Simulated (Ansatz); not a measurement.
Cost and result for the atomization energy of C3H5NO (`COC=C=N`) (10 atoms, 9 bonds).

```xyz
10

C    -0.754   -1.289   -0.913
O    -0.925   -0.091   -0.185
C     0.107    0.151    0.681
C     0.787    1.272    0.641
N     1.491    2.268    0.567
H    -1.645   -1.415   -1.528
H     0.132   -1.239   -1.556
H    -0.656   -2.150   -0.240
H     0.321   -0.586    1.452
H     1.143    3.079    1.081
```

The species carries charge 0 and has multiplicity 1. Geometry: relaxed with PBE0-D4/def2-TZVP. It is one conformer, not always the lowest. Program: Ansatz. All runs use 2 threads of an AMD EPYC 9B45 on a shared host. Times are those of one run each, without the atoms' runs, and a repeat can differ threefold. Electronic energies, without spin–orbit coupling; frozen cores. CCSD(T)/CBS adds CCSD(T) − MP2 in def2-TZVPP to the MP2 limit, and its time is that of the two runs behind it. T1 = 0.014. B3LYP takes the VWN-RPA correlation (the form of Gaussian; ORCA's B3LYP/G). HSE06 is the plane-wave form, built on full-range PBE exchange.

CCSD(T)/CBS is a level of theory with its own doubt, some kJ/mol a heavy atom from the limit and from the frozen cores, so smaller differences don't rank the functionals.

| level | functions | wall time | atomization (kcal/mol) | difference from CCSD(T)/CBS | per bond |
| --- | --- | --- | --- | --- | --- |
| LDA (SPW92)/def2-TZVPP | 225 | 0.65 s | 1135.9 | 174.3 | 19.4 |
| revPBE-D4/def2-TZVPP | 225 | 1 s | 976.0 | 14.4 | 1.6 |
| BLYP-D4/def2-TZVPP | 225 | 1 s | 979.3 | 17.7 | 2.0 |
| PBE-D4/def2-TZVPP (with forces) | 225 | 1.2 s | 1006.2 | 44.6 | 5.0 |
| HSE06-D4/def2-TZVPP | 225 | 1.4 s | 975.3 | 13.7 | 1.5 |
| r2SCANh-D4/def2-TZVPP | 225 | 1.8 s | 958.6 | -3.0 | -0.3 |
| r2SCAN-D4/def2-TZVPP (with forces) | 225 | 1.9 s | 968.4 | 6.8 | 0.8 |
| B3LYP-D4/def2-TZVPP (with forces) | 225 | 1.9 s | 970.4 | 8.8 | 1.0 |
| CCSD(T)/def2-SVP | 95 | 2.6 s | 912.4 | -49.2 | -5.5 |
| B97M-V/def2-TZVPP | 225 | 3.7 s | 967.1 | 5.5 | 0.6 |
| MP2/def2-QZVPP | 435 | 10 s | 972.7 | 11.1 | 1.2 |
| CCSD(T)/def2-TZVPP | 225 | 51 s | 934.2 | -27.4 | -3.0 |
| CCSD(T)/CBS(def2) | – | 61 s | 961.6 | 0.0 | 0.0 |

From PBE to PBE0 (25 % exact exchange), in def2-TZVPP and without D4, the atomization energy moves by −31.4 kcal/mol: exact exchange takes away binding that semilocal exchange gives to molecules. In def2-TZVPP, CCSD(T) changes the Hartree–Fock value by +278.1 kcal/mol (the triples alone add +19.6 kcal/mol) and MP2 by +300.4 kcal/mol; breaking electron pairs costs correlation energy, which Hartree–Fock lacks. Leaving LDA and LC-ωPBE aside and taking each functional with its dispersion term where it has one, the values, not all of them listed here, spread over 80.7 kcal/mol, from BHLYP-D4 to PBE-D4. LDA lies +133.3 kcal/mol from PBE without D4, its usual overbinding.
